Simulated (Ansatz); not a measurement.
hcp Ru was calculated with rVV10 (Ansatz, a program for electronic structure, plane waves, PAW).

Run with plane-wave cutoff 500 eV, 30×30×18 k mesh (along the axes of the cell as run), Fermi–Dirac smearing 0.1 eV, no spin polarisation, scalar-relativistic PAW data made under PBE.

Computed at the level's own relaxed cell.

### Question
Estimate the volume per atom, lattice parameter a and c axis length that the calculation returns.

### Answer

volume per atom: 14.14 Å³/atom
lattice parameter a: 2.745 Å
c axis length: 4.334 Å

Measured, for comparison: lattice constant a 2.706 Å (293 K, not corrected to a static lattice, our sources range from 2.700 to 2.706; as tabulated in Wikipedia's data pages); lattice parameter c 4.282 Å (293 K, not corrected to a static lattice; as tabulated in Wikipedia's data pages). Computed (rounded) less measured: lattice constant a +1.4 % (+1.4 % to +1.7 % over the range), lattice parameter c +1.2 %.

Static lattice: no zero-point or thermal effects.

It cost about 4 core-minutes (a rough figure) of CPU time.
